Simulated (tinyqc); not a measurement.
Worked calculation: coupled-perturbed Hartree-Fock on RHF in the sto-3g basis, for LiH, spin multiplicity 1. Computed by tinyqc, a small Python program that keeps every step (integrals from PySCF). Settings: charge = 0, multiplicity = 1, basis = sto-3g, method = RHF, energy threshold = 1e-10, iteration cap = 63, orthogonalisation = symmetric, start = atomic densities, DIIS depth = 6. Command: `OMP_NUM_THREADS=1 python tinyqc.py 29276 29277 out.jsonl` (the two numbers bound the seeds that draw the settings). One thread of a shared host (Intel(R) Xeon(R) Processor @ 2.60GHz), about 0.2 s of CPU time with the checks. The early iterations of the SCF are left out here.

## One-electron integrals

Geometry (angstrom):
```
atom         x         y         z
Li    0.000000  0.000000  0.000000
H     0.000000  0.000000  1.764000
```

Basis sto-3g: exponents (1/bohr^2) and contraction coefficients of normalised primitives:
```
element  l (shell)   exponent  coefficient
Li           s (1)  16.119575     0.154329
Li           s (1)   2.936201     0.535328
Li           s (1)   0.794651     0.444635
Li           s (2)   0.636290    -0.099967
Li           s (2)   0.147860     0.399513
Li           s (2)   0.048089     0.700115
Li           p (3)   0.636290     0.155916
Li           p (3)   0.147860     0.607684
Li           p (3)   0.048089     0.391957
H            s (1)   3.425251     0.154329
H            s (1)   0.623914     0.535328
H            s (1)   0.168855     0.444635
```

Overlap, kinetic and nuclear-attraction integrals over the contracted functions; the nuclear repulsion is the sum of Za Zb / Rab.

nuclear repulsion = 0.89996124 hartree

overlap S, lower triangle:
```
           1Li 1s    1Li 2s   1Li 2px   1Li 2py   1Li 2pz     2H 1s
1Li 1s   1.000000
1Li 2s   0.241137  1.000000
1Li 2px  0.000000  0.000000  1.000000
1Li 2py  0.000000  0.000000  0.000000  1.000000
1Li 2pz  0.000000  0.000000  0.000000  0.000000  1.000000
2H 1s    0.046728  0.354634  0.000000  0.000000  0.478786  1.000000
```

kinetic energy T (hartree), lower triangle:
```
            1Li 1s    1Li 2s   1Li 2px   1Li 2py   1Li 2pz     2H 1s
1Li 1s    3.576786
1Li 2s   -0.020237  0.102163
1Li 2px   0.000000  0.000000  0.319682
1Li 2py   0.000000  0.000000  0.000000  0.319682
1Li 2pz   0.000000  0.000000  0.000000  0.000000  0.319682
2H 1s    -0.012766  0.031786  0.000000  0.000000  0.104044  0.760032
```

nuclear attraction V (hartree), lower triangle:
```
            1Li 1s     1Li 2s    1Li 2px    1Li 2py    1Li 2pz      2H 1s
1Li 1s   -8.282868
1Li 2s   -1.036680  -1.480335
1Li 2px   0.000000   0.000000  -1.440699
1Li 2py   0.000000   0.000000   0.000000  -1.440699
1Li 2pz  -0.013249  -0.112780   0.000000   0.000000  -1.530654
2H 1s    -0.198015  -0.628010   0.000000   0.000000  -0.858048  -2.125472
```

core Hamiltonian H = T + V (hartree), lower triangle:
```
            1Li 1s     1Li 2s    1Li 2px    1Li 2py    1Li 2pz      2H 1s
1Li 1s   -4.706082
1Li 2s   -1.056918  -1.378172
1Li 2px   0.000000   0.000000  -1.121017
1Li 2py   0.000000   0.000000   0.000000  -1.121017
1Li 2pz  -0.013249  -0.112780   0.000000   0.000000  -1.210973
2H 1s    -0.210781  -0.596223   0.000000   0.000000  -0.754003  -1.365440
```

## Two-electron integrals

Functions are numbered as in S; the eight-fold symmetry (ij|kl) = (ji|kl) = (kl|ij) leaves the list below.

Two-electron integrals (ij|kl) in chemists' order, unique and non-zero (hartree):
```
(11|11) 1.680395   (21|11) 0.265420   (21|21) 0.049941   (22|11) 0.397727
(22|21) 0.092860   (22|22) 0.290562   (31|31) 0.008981   (32|31) 0.013788
(32|32) 0.064184   (33|11) 0.396640   (33|21) 0.092880   (33|22) 0.290497
(33|33) 0.312946   (41|41) 0.008981   (42|41) 0.013788   (42|42) 0.064184
(43|43) 0.016869   (44|11) 0.396640   (44|21) 0.092880   (44|22) 0.290497
(44|33) 0.279207   (44|44) 0.312946   (51|51) 0.008981   (52|51) 0.013788
(52|52) 0.064184   (53|53) 0.016869   (54|54) 0.016869   (55|11) 0.396640
(55|21) 0.092880   (55|22) 0.290497   (55|33) 0.279207   (55|44) 0.279207
(55|55) 0.312946   (61|11) 0.049777   (61|21) 0.009421   (61|22) 0.017874
(61|33) 0.017665   (61|44) 0.017665   (61|51) 0.001126   (61|52) 0.002195
(61|55) 0.018298   (61|61) 0.001946   (62|11) 0.126356   (62|21) 0.029901
(62|22) 0.100110   (62|33) 0.094806   (62|44) 0.094806   (62|51) 0.004821
(62|52) 0.030174   (62|55) 0.110616   (62|61) 0.006757   (62|62) 0.058796
(63|31) 0.002291   (63|32) 0.010929   (63|53) 0.004544   (63|63) 0.004001
(64|41) 0.002291   (64|42) 0.010929   (64|54) 0.004544   (64|64) 0.004001
(65|11) 0.159389   (65|21) 0.038087   (65|22) 0.132136   (65|33) 0.123133
(65|44) 0.123133   (65|51) 0.007461   (65|52) 0.046268   (65|55) 0.149995
(65|61) 0.008920   (65|62) 0.084680   (65|65) 0.123463   (66|11) 0.299437
(66|21) 0.072028   (66|22) 0.265661   (66|33) 0.242351   (66|44) 0.242351
(66|51) 0.012839   (66|52) 0.099984   (66|55) 0.312053   (66|61) 0.016880
(66|62) 0.196668   (66|65) 0.293647   (66|66) 0.774606
```

## Orthogonalisation

S = U s U^T; symmetric (Loewdin) form X = U s^(-1/2) U^T, so that X^T S X = 1.

eigenvalues of S: 0.395300  0.800679  1.000000  1.000000  1.176128  1.627893

X, lower triangle:
```
            1Li 1s     1Li 2s   1Li 2px   1Li 2py    1Li 2pz     2H 1s
1Li 1s    1.023298
1Li 2s   -0.130343   1.089782
1Li 2px   0.000000   0.000000  1.000000
1Li 2py   0.000000   0.000000  0.000000  1.000000
1Li 2pz  -0.006837   0.088858  0.000000  0.000000   1.117849
2H 1s     0.014082  -0.236213  0.000000  0.000000  -0.314259  1.182998
```

## Iteration 8 (converged): orbitals

converged F (hartree), lower triangle:
```
            1Li 1s     1Li 2s   1Li 2px   1Li 2py    1Li 2pz      2H 1s
1Li 1s   -2.350762
1Li 2s   -0.640408  -0.220994
1Li 2px   0.000000   0.000000  0.163656
1Li 2py   0.000000   0.000000  0.000000  0.163656
1Li 2pz   0.014582  -0.091704  0.000000  0.000000   0.017244
2H 1s    -0.128092  -0.244762  0.000000  0.000000  -0.223787  -0.122078
```

Diagonalise F' = X^T F X, C = X C', fill 2 alpha and 2 beta electrons from the bottom; D = 2 C_occ C_occ^T. Each column has its largest component positive (the first on a tie).

F' = X^T F X (hartree), lower triangle:
```
           1          2         3         4          5         6
1  -2.297634
2  -0.357367  -0.017715
3   0.000000   0.000000  0.163656
4   0.000000   0.000000  0.000000  0.163656
5   0.017579   0.015620  0.000000  0.000000   0.160323
6  -0.009032  -0.249930  0.000000  0.000000  -0.290943  0.107495
```

orbital energies (hartree): MO1 -2.353316, MO2 -0.270953, MO3 0.076484, MO4 0.163656, MO5 0.163656, MO6 0.500253

coefficients C:
```
               MO1        MO2        MO3       MO4        MO5        MO6
1Li 1s    0.991357  -0.158418  -0.211927  0.000000   0.000000   0.107584
1Li 2s    0.033287   0.469052   0.798174  0.000000   0.000000  -0.640395
1Li 2px   0.000000   0.000000   0.000000  0.530131   0.847916   0.000000
1Li 2py   0.000000   0.000000   0.000000  0.847916  -0.530131   0.000000
1Li 2pz  -0.005352   0.340211  -0.608356  0.000000   0.000000  -0.932962
2H 1s     0.001421   0.560533  -0.154556  0.000000   0.000000   1.102793
```

D after iteration 8, lower triangle:
```
            1Li 1s    1Li 2s   1Li 2px   1Li 2py   1Li 2pz     2H 1s
1Li 1s    2.015771
1Li 2s   -0.082615  0.442235
1Li 2px   0.000000  0.000000  0.000000
1Li 2py   0.000000  0.000000  0.000000  0.000000
1Li 2pz  -0.118402  0.318797  0.000000  0.000000  0.231544
2H 1s    -0.174780  0.525933  0.000000  0.000000  0.381384  0.628398
```

Within a degenerate level the vectors are fixed only up to a rotation; this is one choice.

## Convergence

Stop when the energy changes by less than 1e-10 hartree and every element of the error matrix X^T (F D S - S D F) X is below 3e-06.

Course of the cycle:
```
iteration  E (hartree)     change  largest element of the error matrix
1          -7.65504885          -                             1.38e-01
2          -7.84362928  -1.89e-01                             7.73e-02
3          -7.85163981  -8.01e-03                             2.13e-02
4          -7.85265652  -1.02e-03                             5.07e-03
5          -7.85281766  -1.61e-04                             3.61e-04
6          -7.85281841  -7.43e-07                             3.03e-05
7          -7.85281841  -4.12e-09                             2.17e-07
8          -7.85281841  -7.28e-14                             9.59e-09
```

PySCF RHF in the same basis = -7.85281841 hartree

Converged in 8 iterations.

## Integrals over molecular orbitals

(pq|rs) = sum C_ip C_jq C_kr C_ls (ij|kl), one index at a time.

one-electron integrals over orbitals h = C^T H C (hartree), lower triangle:
```
           1          2          3          4          5          6
1  -4.696862
2   0.100615  -1.431649
3   0.165130   0.028016  -1.114987
4   0.000000   0.000000   0.000000  -1.121017
5   0.000000   0.000000   0.000000   0.000000  -1.121017
6  -0.044506  -0.013429   0.027331   0.000000   0.000000  -0.977118
```

Two-electron integrals over orbitals (pq|rs), unique and non-zero (hartree):
```
(11|11) 1.658902    (21|11) -0.105458   (21|21) 0.011794    (22|11) 0.348219
(22|21) 0.004843    (22|22) 0.476053    (31|11) -0.139793   (31|21) 0.010839
(31|22) -0.014158   (31|31) 0.021839    (32|11) 0.017167    (32|21) -0.002980
(32|22) -0.051511   (32|31) 0.000074    (32|32) 0.014946    (33|11) 0.394762
(33|21) -0.010180   (33|22) 0.219365    (33|31) 0.001548    (33|32) 0.009651
(33|33) 0.335809    (41|41) 0.009816    (42|41) 0.007375    (42|42) 0.022580
(43|41) 0.010290    (43|42) 0.019472    (43|43) 0.041276    (44|11) 0.396330
(44|21) -0.004038   (44|22) 0.262204    (44|31) -0.005016   (44|32) 0.007728
(44|33) 0.281507    (44|44) 0.312946    (51|51) 0.009816    (52|51) 0.007375
(52|52) 0.022580    (53|51) 0.010290    (53|52) 0.019472    (53|53) 0.041276
(54|54) 0.016869    (55|11) 0.396330    (55|21) -0.004038   (55|22) 0.262204
(55|31) -0.005016   (55|32) 0.007728    (55|33) 0.281507    (55|44) 0.279207
(55|55) 0.312946    (61|11) 0.062856    (61|21) -0.009426   (61|22) -0.007505
(61|31) -0.003547   (61|32) 0.002187    (61|33) 0.011286    (61|44) 0.001070
(61|55) 0.001070    (61|61) 0.009984    (62|11) -0.057636   (62|21) 0.003341
(62|22) 0.119275    (62|31) 0.002135    (62|32) -0.036846   (62|33) -0.015907
(62|44) -0.023930   (62|55) -0.023930   (62|61) 0.000106    (62|62) 0.125924
(63|11) 0.018681    (63|21) -0.002982   (63|22) -0.052543   (63|31) 0.004237
(63|32) 0.011286    (63|33) 0.035995    (63|44) 0.003772    (63|55) 0.003772
(63|61) 0.004353    (63|62) -0.033677   (63|63) 0.027114    (64|41) -0.006160
(64|42) -0.019423   (64|43) -0.013330   (64|64) 0.019833    (65|51) -0.006160
(65|52) -0.019423   (65|53) -0.013330   (65|65) 0.019833    (66|11) 0.360377
(66|21) 0.002117    (66|22) 0.446262    (66|31) -0.011274   (66|32) -0.045272
(66|33) 0.240309    (66|44) 0.265598    (66|55) 0.265598    (66|61) -0.004089
(66|62) 0.123317    (66|63) -0.044846   (66|66) 0.446132
```

## Response to a field: uncoupled start

dipole integrals <a|y|i> (bohr):
```
           i1         i2
a3   0.000000   0.000000
a4   0.175006   0.832129
a5  -0.109417  -0.520261
a6   0.000000   0.000000
```

Field along y; U_ai = -mu_ai / (e_a - e_i), alpha = -4 sum U_ai mu_ai.

uncoupled U:
```
           i1         i2
a3   0.000000   0.000000
a4  -0.069530  -1.914664
a5   0.043472   1.197080
a6   0.000000   0.000000
```

uncoupled polarisability = 8.931860 bohr^3

## Coupled step 1

U_ai = -(mu_ai + sum_bj [4 (ai|bj) - (ab|ij) - (aj|bi)] U_bj) / (e_a - e_i); alpha = -4 sum U_ai mu_ai.

U after step 1:
```
           i1         i2
a3   0.000000   0.000000
a4  -0.059763  -2.767190
a5   0.037365   1.730094
a6   0.000000   0.000000
```

polarisability = 12.869219 bohr^3

## Coupled step 2

As before.

U after step 2:
```
           i1         i2
a3   0.000000   0.000000
a4  -0.049477  -3.149238
a5   0.030934   1.968957
a6   0.000000   0.000000
```

polarisability = 14.627943 bohr^3

## Coupled polarisability

Repeat until U stops changing; compare with -d2E/dF2.

Course of the coupled iterations:
```
step  alpha (bohr^3)
0           8.931860
1          12.869219
2          14.627943
3          15.416902
4          15.771314
5          15.930593
6          16.002185
7          16.034365
8          16.048831
9          16.055333
10         16.058256
11         16.059570
12         16.060160
13         16.060426
14         16.060545
15         16.060599
16         16.060623
17         16.060633
18         16.060638
19         16.060641
20         16.060642
21         16.060642
22         16.060642
23         16.060642
24         16.060642
```

coupled polarisability = 16.060642 bohr^3

finite-field check, fields of +/-0.001 au = 16.060642 bohr^3
